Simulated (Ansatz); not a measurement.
# CHBN (doublet): the correlation ladder, cc-pVDZ

One table from this session's results is given with a row withheld; the runs are named, their logs left out.

Computed with Ansatz 0.2.0, Gaussian basis. Level: cc-pVDZ, core rule «outside noble gas», up to 3 orbitals frozen.

To be run: UHF; CCSD(T) on ROHF; CCSD(T) on UHF; BCCD(T) on ROHF; CISD; CCSDT(Q) on ROHF; CCSDT(Q) on UHF; CASSCF and MRCISD+Q, 9 electrons in 9 orbitals; CASSCF and MRCISD+Q(relaxed), 9 electrons in 9 orbitals; CASSCF and NEVPT2, 9 electrons in 9 orbitals.

19 further runs of the same task are left out: 7 that didn't finish, 12 set aside as unsound or not needed.

## The geometry

The geometry is a PBE0/def2-TZVP stationary point (not a proven minimum) of the parent state, kept for this charge and spin.

4 atoms, charge 0, spin multiplicity 2.

Atoms are counted from 1 here; the program's logs count them from 0.

Bond lengths: B1–N2 1.277 Å, B1–H4 1.169 Å, N2–C3 1.253 Å. Angles: N2–B1–H4 180.0°, B1–N2–C3 180.0°.

The first run:

Input file in.yaml:

```yaml
crystal:
  periodic: [false, false, false]
  atoms:
    - {symbol: B, position_ang: [0.000000, 0.000000, 0.659600]}
    - {symbol: N, position_ang: [0.000000, 0.000000, -0.617700]}
    - {symbol: C, position_ang: [0.000000, 0.000000, -1.870800]}
    - {symbol: H, position_ang: [0.000000, 0.000000, 1.828900]}
basis:
  gaussian: {orbitals: cc-pVDZ}
magnetization: {spin_polarized: true, initial_magnetization: 1}
hamiltonian: {xc: hf}
output: {orbitals: {seedname: orbitals}}
```

The run is started by

```sh
ansatz run in.yaml --threads 1 --pin off --events-out ev --progress --plain --max-ram 2393MiB
```

Among the steps run: UHF; CCSD(T) on ROHF; CCSD(T) on UHF; BCCD(T) on ROHF; CISD; CCSDT(Q) on ROHF; CCSDT(Q) on UHF; CASSCF and MRCISD+Q, 9 electrons in 9 orbitals; CASSCF and MRCISD+Q(relaxed), 9 electrons in 9 orbitals; CASSCF and NEVPT2, 9 electrons in 9 orbitals.

One of the session's tables, all rows but one given; the rest of the session is left out.

```
                    method  from UCCSDT(Q) (kcal/mol)
                      ROHF                    +234.89
                       UHF                    +225.39
                      RMP2                     +26.17
                      UMP2                     +31.29
                      CISD                     +32.91
                     RCCSD                     +10.99
                     UCCSD                     +10.51
                  RCCSD(T)                      +1.39
                  UCCSD(T)                          ?
                   BCCD(T)                      +1.43
                    RCCSDT                      +0.90
                    UCCSDT                      +0.81
                 RCCSDT(Q)                      +0.10
                 UCCSDT(Q)                          0
           CASSCF frontier                    +156.36
           MRCISD frontier                     +13.48
         MRCISD+Q frontier                      +1.41
MRCISD+Q(relaxed) frontier                      +0.67
```

Estimate the missing values for UCCSD(T).

As computed: from UCCSDT(Q) (kcal/mol): +1.59. In the column «from UCCSDT(Q) (kcal/mol)» it lies between BCCD(T) (+1.43) and UCCSD (+10.51).

Among the levels timed on like hardware and quicker than the yardstick, those that no quicker one beats, quickest first: RCCSD(T) (7.5 s, +1.39 kcal/mol); MRCISD+Q(relaxed) frontier (44 s, +0.67 kcal/mol).

Not comparable, so not listed: CASSCF and NEVPT2, 9 electrons in 9 orbitals (they don't share determinant, frozen orbitals or solution with the rows shown, or repeat one).

To keep in mind: Of the multireference levels listed MRCISD+Q(relaxed) frontier comes nearest in total energy (+0.67 kcal/mol), which doesn't show that its space is the better one. Restricted and unrestricted rows rest on different reference determinants; where their highest levels disagree by more than a few hundredths of an eV, they describe different states and don't form one ladder. Warnings in the runs' records: passed over end.
